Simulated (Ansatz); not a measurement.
Molecule: C₂H₃O, net charge -1, singlet state. It need not be the lowest isomer of its formula. Whether it binds its extra electron was not tested at this geometry. 
Geometry from a B3LYP-D3(BJ)/def2-TZVP (Ansatz, an electronic-structure program) optimisation:
```
C
H 1 1.1012
O 1 1.4020 2 115.76
H 1 1.1036 2 110.82 3 -132.83
C 1 1.4964 2 119.35 4 -151.74
H 5 1.1195 1 104.60 2 158.13
```
Charge -1, spin multiplicity 1.

Basis-set convergence of Hartree-Fock and CCSD correlation energies (hartree) with Ansatz. Cores are frozen in the correlated levels unless marked. Spin-orbit coupling is left out. No relativistic terms. This anion needs diffuse functions, which these sets lack.

```
basis    functions       E(HF)  E(corr, CCSD)
-------  ---------  ----------  -------------
cc-pVDZ          -  -152.19239       -0.49146
cc-pVTZ        132  (withheld)     (withheld)
```

### Question
Some entries are withheld; supply them.

### Answer

- cc-pVTZ, E(HF): -152.24463
- cc-pVTZ, E(corr, CCSD): -0.60054
